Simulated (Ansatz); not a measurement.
Molecule: NH4, net charge 1, singlet state. SMILES: [NH4+]
Geometry from a B3LYP-D3(BJ)/def2-TZVP (Ansatz, a first-principles code) optimisation:
```xyz
5

N      0.0000     0.0000     0.0000
H      0.0143     0.9619    -0.3540
H      0.8334    -0.4977    -0.3293
H     -0.8403    -0.4774    -0.3416
H     -0.0074     0.0132     1.0249
```
Charge +1, spin multiplicity 1.

Parts of the frozen-core correlation energy in cc-pVDZ (Ansatz, hartree). Frozen orbitals: 1; correlated occupied orbitals by spin: 4 and 4; virtual: 29 and 29. No spin-orbit coupling. No relativistic terms.

```json
[
 {"term": "reference (HF)", "value": "-56.54493"},
 {"term": "MP2 opposite-spin", "value": "…"},
 {"term": "MP2 same-spin", "value": "…"},
 {"term": "CCSD correlation", "value": "…"},
 {"term": "(T)", "value": "-0.00368"},
 {"term": "CCSDT minus CCSD(T)", "value": "-0.00026"},
 {"term": "CCSDT(Q) minus CCSD(T)", "value": "-0.00053"},
 {"term": "T1 diagnostic", "value": "0.005"},
 {"term": "largest doubles amplitude", "value": "0.030"}
]
```

Task: Complete the blanks.

Result: 
- MP2 opposite-spin, value: -0.14556
- MP2 same-spin, value: -0.04013
- CCSD correlation, value: -0.20393
